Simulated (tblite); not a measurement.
Start geometry of `[CH2]/N=C/C=O` [radical] from a force field or distance geometry (Å):
```
atom  x, y, z in Å
C1     1.6334    0.7120   -0.4249
N2     0.7649   -0.3004   -0.1331
C3    -0.4323    0.0425    0.1565
C4    -1.4440   -1.0048    0.4856
O5    -2.5926   -0.6946    0.7649
H6     1.3108    1.7550   -0.4353
H7     2.6526    0.4604   -0.6657
H8    -0.8236    1.0838    0.1696
H9    -1.0556   -2.0478    0.4845
```

What comes out of this run: GFN2-xTB geometry optimisation, gas phase in tblite?

```
atom  x, y, z in Å
C1     1.639    0.675   -0.478
N2     0.719    0.002    0.070
C3    -0.548    0.158    0.341
C4    -1.423   -0.977    0.422
O5    -2.610   -0.917    0.683
H6     1.456    1.535   -1.119
H7     2.658    0.345   -0.352
H8    -0.948    1.127    0.628
H9    -0.930   -1.942    0.207
```

The energy falls by 0.488 eV over 48 L-BFGS steps, the largest force on an atom goes from 3.89 to 0.007 eV/Å, and the atoms move by 0.371 Å rms after alignment. The bond that changes most is C1–N2 (ends: carbon bonded to N and 2 H; nitrogen bonded to 2 C), which shortens by 0.101 Å. Bonds longer at the end by more than 0.005 Å: 1 of 8; shorter: 5. Among the angles that change most is C1–N2–C3, from 116.4° to 137.1°. Among the dihedrals that turn most is C1–N2–C3–H8, from 1° to -36°. Rotational constants go from 37694, 2486, 2332 to 44511, 2416, 2326 MHz. The orientation of the end geometry is arbitrary; only internal coordinates are fixed.

Its GFN2-xTB frequencies are all real (lowest 142 cm⁻¹).

One conformer stands for the species.

The numbers are calculated, not measured.
